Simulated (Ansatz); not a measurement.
1T (CdI2-type) HfS₂, treated with LDA (Ansatz, an electronic-structure program, PAW).

Run with plane-wave cutoff 520 eV, 12×12×6 k mesh (along the axes of the cell as run), scalar-relativistic PAW data made under PBE.

Computed at the level's own relaxed cell.

Task: Give the computed elastic constant C44, Voigt–Reuss–Hill shear modulus (Hill average), Poisson ratio, Young modulus, elastic constant C11, elastic constant C12, elastic constant C13, elastic constant C33 and elastic constant C66.

Result: 
- elastic constant C44 = 12.7 GPa
- Voigt–Reuss–Hill shear modulus (Hill average) = 29.8 GPa
- Poisson ratio = 0.205
- Young modulus = 71.8 GPa
- elastic constant C11 = 151 GPa
- elastic constant C12 = 27.4 GPa
- elastic constant C13 = 7.44 GPa
- elastic constant C33 = 44.9 GPa
- elastic constant C66 = 61.8 GPa

Measured, for comparison: elastic constant C33 39.4 GPa (temperature not stated, no zero-point or thermal correction; as tabulated in Björkman et al. (2012), arXiv:1206.3542). Computed (rounded) less measured: elastic constant C33 +14 %.

Elastic constants are with the ions relaxed.

Spin–orbit coupling is not included.

The computed numbers hold no vibrational or temperature effects.

Cost on a shared machine: roughly 14 core-minutes.
